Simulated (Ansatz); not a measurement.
**CH₄NSi+ (SMILES C[Si+]=N): single points off equilibrium**

Aim: energy, forces and dipole at a structure displaced at random from a GFN2-xTB minimum, from CCSD(T) and from density functionals.

Program: Ansatz 0.2.0, Gaussian basis. Level of theory: single points in def2-TZVPP. These are calculated values, not measurements.

Correlated methods freeze the cores. B3LYP uses VWN-RPA correlation.

## (1) Starting geometry

SMILES `C[Si+]=N`, 7 atoms, charge 1, spin multiplicity 1.

Atoms are counted from 1 here; the program's logs count them from 0.

Bond lengths: C1–Si2 1.803 Å, C1–H4 1.087 Å, C1–H5 1.057 Å, C1–H6 1.073 Å, Si2–N3 1.582 Å, N3–H7 0.980 Å. Angles: Si2–C1–H4 110.7°, Si2–C1–H5 110.6°, Si2–C1–H6 111.6°, H4–C1–H5 107.2°, H4–C1–H6 108.3°, H5–C1–H6 108.3°, C1–Si2–N3 172.6°, Si2–N3–H7 137.4°.

As a file:

```xyz
7

C    -0.9302    0.5914   -0.3897
Si    0.5081   -0.2945    0.2395
N     1.8108   -0.9032    0.8986
H    -1.7042   -0.1053   -0.7014
H    -0.6709    1.1690   -1.2367
H    -1.3450    1.2468    0.3512
H     2.3259   -1.7348    0.8441
```

## (2) CCSD(T)/def2-TZVPP

The input, run/in.yaml:

```yaml
crystal:
  periodic: [false, false, false]
  atoms:
    - {symbol: C, position_ang: [-0.930200, 0.591400, -0.389700]}
    - {symbol: Si, position_ang: [0.508100, -0.294500, 0.239500]}
    - {symbol: N, position_ang: [1.810800, -0.903200, 0.898600]}
    - {symbol: H, position_ang: [-1.704200, -0.105300, -0.701400]}
    - {symbol: H, position_ang: [-0.670900, 1.169000, -1.236700]}
    - {symbol: H, position_ang: [-1.345000, 1.246800, 0.351200]}
    - {symbol: H, position_ang: [2.325900, -1.734800, 0.844100]}
basis:
  gaussian: {orbitals: def2-TZVPP}
total_charge: 1
correlation: {method: ccsd_t}
output: {forces: true}
```

No record of the launch command was kept for these runs.

## (3) PBE0-D4/def2-TZVPP

run/in.yaml: that of step 2 with these lines changed.

```diff
@@ -13,3 +13,3 @@
 total_charge: 1
-correlation: {method: ccsd_t}
-output: {forces: true}
+hamiltonian: {xc: pbe0, dispersion: d4}
+output: {forces: true, orbitals: {seedname: orbitals}}
```

## (4) wB97M-V/def2-TZVPP

run/in.yaml: that of step 3 with these lines changed.

```diff
@@ -13,3 +13,3 @@
 total_charge: 1
-hamiltonian: {xc: pbe0, dispersion: d4}
-output: {forces: true, orbitals: {seedname: orbitals}}
+hamiltonian: {xc: {name: wB97M-V}}
+output: {forces: true}
```

## (5) r2SCAN-D4/def2-TZVPP

run/in.yaml: that of step 4 with these lines changed.

```diff
@@ -13,3 +13,3 @@
 total_charge: 1
-hamiltonian: {xc: {name: wB97M-V}}
+hamiltonian: {xc: r2scan, dispersion: d4}
 output: {forces: true}
```

## (6) PBE-D4/def2-TZVPP

run/in.yaml: that of step 5 with these lines changed.

```diff
@@ -13,3 +13,3 @@
 total_charge: 1
-hamiltonian: {xc: r2scan, dispersion: d4}
+hamiltonian: {xc: pbe, dispersion: d4}
 output: {forces: true}
```

## (7) r2SCAN0-D4/def2-TZVPP

run/in.yaml: that of step 6 with these lines changed.

```diff
@@ -13,3 +13,3 @@
 total_charge: 1
-hamiltonian: {xc: pbe, dispersion: d4}
+hamiltonian: {xc: {name: r2SCAN0}, dispersion: d4}
 output: {forces: true}
```

## (8) B3LYP-D4/def2-TZVPP

run/in.yaml: that of step 7 with these lines changed.

```diff
@@ -13,3 +13,3 @@
 total_charge: 1
-hamiltonian: {xc: {name: r2SCAN0}, dispersion: d4}
+hamiltonian: {xc: {name: B3LYP}, dispersion: d4}
 output: {forces: true}
```

(Steps that only read results are left out.)

**Question.** What will these runs give? Wanted: energy less free atoms, CCSD(T)/def2-TZVPP; RMS force component; RMS force error; HOMO and LUMO, PBE0-D4; T1 diagnostic.

**Answer**, as computed:

```
                                  quantity                                                                                               value
energy less free atoms, CCSD(T)/def2-TZVPP                                                                                     -375.5 kcal/mol
                       RMS force component                                                                1.089 to 1.321 eV/Å over the methods
                           RMS force error  PBE0-D4 0.247, wB97M-V 0.305, r2SCAN-D4 0.154, PBE-D4 0.181, r2SCAN0-D4 0.320, B3LYP-D4 0.192 eV/Å
                    HOMO and LUMO, PBE0-D4                                                                                 -14.22 and -8.06 eV
                             T1 diagnostic                                                                                               0.022
```

In words: Against CCSD(T) the functionals' energies less atoms differ by -32.7 to -2.9 kcal/mol, PBE-D4 by -32.7 kcal/mol. The reference is not at the basis limit: in triple zeta CCSD(T) underbinds, which counts against methods that bind more; the gaps are no ranking. On forces the order runs from r2SCAN-D4 to r2SCAN0-D4. Frozen-core CCSD(T) forces in triple zeta carry basis errors of their own, and this is one geometry, so small gaps rank nothing. The restricted Hartree–Fock reference is unstable towards an unrestricted one at one or more of these structures.
